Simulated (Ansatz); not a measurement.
**H3O2 radical: geometry and frequencies at several levels**

Wanted for H3O2 radical: geometry and frequencies at several levels. Spin multiplicity 2.

Computed with Ansatz 0.2.0 (the levels named in each step, unless a step's input says otherwise).

## (1) The structure to begin with

Bond lengths: O1–H3 0.961 Å, O1–H4 1.121 Å, O2–H4 1.121 Å, O2–H5 0.961 Å. Angles: H3–O1–H4 106.1°, O1–H4–O2 167.5°, H4–O2–H5 106.1°.

Structure file:

```xyz
5

O     0.8877   -0.6498    0.1786
O    -0.8887    0.6554   -0.1508
H     1.6165   -0.1559   -0.2075
H    -0.0051    0.0267    0.1333
H    -1.5951    0.0401   -0.3667
```

## (2) A rough first relaxation, PBE-D4/def2-SVP

Input file input.yaml:

```yaml
crystal:
  periodic: [false, false, false]
  atoms:
    - { symbol: O, position_ang: [0.88765, -0.64984, 0.17856] }
    - { symbol: O, position_ang: [-0.88869, 0.65544, -0.15079] }
    - { symbol: H, position_ang: [1.61651, -0.15587, -0.20746] }
    - { symbol: H, position_ang: [-0.00513, 0.02671, 0.13335] }
    - { symbol: H, position_ang: [-1.59511, 0.04013, -0.36668] }
magnetization:
  spin_polarized: true
  initial_magnetization: 1
basis:
  gaussian: { orbitals: def2-SVP }
hamiltonian:
  xc: pbe
  dispersion: d4
relax:
  f_tol: 0.03
  max_steps: 200
```

Started as:

```sh
$ ansatz run input.yaml --threads 2 --pin off --max-ram 5120MiB --backend cpu --events-out ev --progress --plain --runs-dir out
```

After this run come: Relaxation, PBE0-D4/def2-TZVPP; Frequencies, PBE0-D4/def2-TZVPP; Relaxation, PBE-D4/def2-TZVPP; Frequencies, PBE-D4/def2-TZVPP; Relaxation, r2SCAN-D4/def2-TZVPP; Frequencies, r2SCAN-D4/def2-TZVPP; Relaxation, B3LYP-D4/def2-TZVPP; Frequencies, B3LYP-D4/def2-TZVPP; Relaxation, B2PLYP/def2-TZVPP.

Before running it: what results should come out? Wanted: O1–H3 at B2PLYP/def2-TZVPP; O1–H4 at B2PLYP/def2-TZVPP; frequencies at B3LYP-D4/def2-TZVPP.

**Answer**, as computed:

| quantity | value |
| --- | --- |
| O1–H3 at B2PLYP/def2-TZVPP | 0.959 Å |
| O1–H4 at B2PLYP/def2-TZVPP | 0.959 Å |
| frequencies at B3LYP-D4/def2-TZVPP | 115 to 3885 cm⁻¹ |

In words: The O–H distance spreads over 0.013 Å, from B2PLYP/def2-TZVPP (shortest) to PBE-D4/def2-TZVPP. No mode is imaginary, so the geometry is a minimum.
